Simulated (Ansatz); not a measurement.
Mulliken charges of `B#N` (triplet) from r2SCAN/def2-TZVPP in Ansatz (PBE0-D4/def2-TZVP geometry).

```tsv
atom	x (Å)	y (Å)	z (Å)	charge (e)
B1	0.000	0.000	-0.024	0.075
N2	0.000	0.000	1.292	-0.075
```

**Question.** By hand: the dipole of these point charges (1 e Å = 4.8032 D).

**Answer.** Σ q r = (0.000, 0.000, -0.099) e Å, of length 0.099 e Å = 0.48 D.

**Question.** How does the dipole of the full density compare? (Estimate.)

**Answer.** Ansatz gave: (0.000, 0.000, -0.438) e Å, 2.10 D; the point charges give 0.23 times that, at 0° from its direction.

Point charges leave out the atoms' own dipoles, such as those of lone pairs, and Mulliken's split depends on the basis, so the two needn't agree.
